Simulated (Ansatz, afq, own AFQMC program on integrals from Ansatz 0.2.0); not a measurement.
CH₄ + Cl, doublet: a scan with AFQMC

```xyz
6

C    -1.9353    0.0000    0.0000
H    -2.2985    1.0273    0.0000
H    -2.2985   -0.5137    0.8897
H    -2.2985   -0.5137   -0.8897
H    -0.8457    0.0000    0.0000
Cl    0.8757    0.0000    0.0000
```

A hydrogen atom is moved from one rigid fragment to the other; the C1–H5 distance tells how far. The two fragments are held close together, so this isn't a minimum-energy path and the start is a compressed complex. Energies in kcal/mol count from this geometry (1.090 Å) at the same level; the start stands on UHF, each point on the determinant named.

Basis cc-pVTZ. Only valence electrons are correlated. Ansatz 0.2.0 and our own AFQMC program on the same integrals; the CISD trial comes from CCSD amplitudes, and released means the phaseless constraint is let go. ± is one standard error of the sampling.

| r(C1–H5) / Å | det. | T1 | weight | ⟨S²⟩ | B3LYP | MP2 | CCSD(T) |
| --- | --- | --- | --- | --- | --- | --- | --- |
| 1.196 | UHF | 0.012 | 0.86 | 0.78 | 0.7 | 1.8 | 1.7 |
| 1.249 | UHF | 0.012 | 0.86 | 0.79 | 2.1 | 3.4 | 3.3 |
| 1.302 | UHF | 0.013 | 0.86 | 0.79 | 3.7 | 4.9 | 4.8 |
| 1.355 | UHF | 0.013 | 0.86 | 0.79 | 5.3 | 6.0 | 6.1 |
| 1.461 | UHF | 0.012 | 0.86 | 0.78 | 8.4 | 7.1 | 7.9 |

Problem. Estimate the curve of phaseless AFQMC with a CISD trial, counted from the same start.

Solution. 
```csv
r(C1–H5) / Å,det.,T1,weight,⟨S²⟩,ph-AFQMC/CISD,released AFQMC
1.196,UHF,0.012,0.86,0.78,1.7 ± 0.2,1.2 ± 0.3
1.249,UHF,0.012,0.86,0.79,3.0 ± 0.2,2.7 ± 0.3
1.302,UHF,0.013,0.86,0.79,4.7 ± 0.2,–
1.355,UHF,0.013,0.86,0.79,5.9 ± 0.2,–
1.461,UHF,0.012,0.86,0.78,7.6 ± 0.2,7.4 ± 0.3
```

Weight is that of the determinant in the CISD state; at the start T1 is 0.012 and the weight 0.86, and ⟨S²⟩ is 0.77. A dash marks a missing value, a released energy that hasn't settled or a functional that sits on another state. Largest departures from phaseless AFQMC with a CISD trial: CCSD(T) 0.3 kcal/mol at 1.249 (on UHF) (within the noise), released AFQMC -0.5 kcal/mol at 1.196 (on UHF) (within the noise), B3LYP -1.0 kcal/mol at 1.196, MP2 -0.6 kcal/mol at 1.461 (on UHF). The walk's constraint bias lies outside its error bars, so these are departures and not errors. Functionals count only at points shown to share the start's state and spin.

A walk keeps the symmetry of its determinant, which the program's search chose and which needn't be the lowest solution, so a lower state of the same spin and another symmetry isn't excluded. Released energies are given only where the last usable release times agree within the noise; a slower fall can still hide under it.
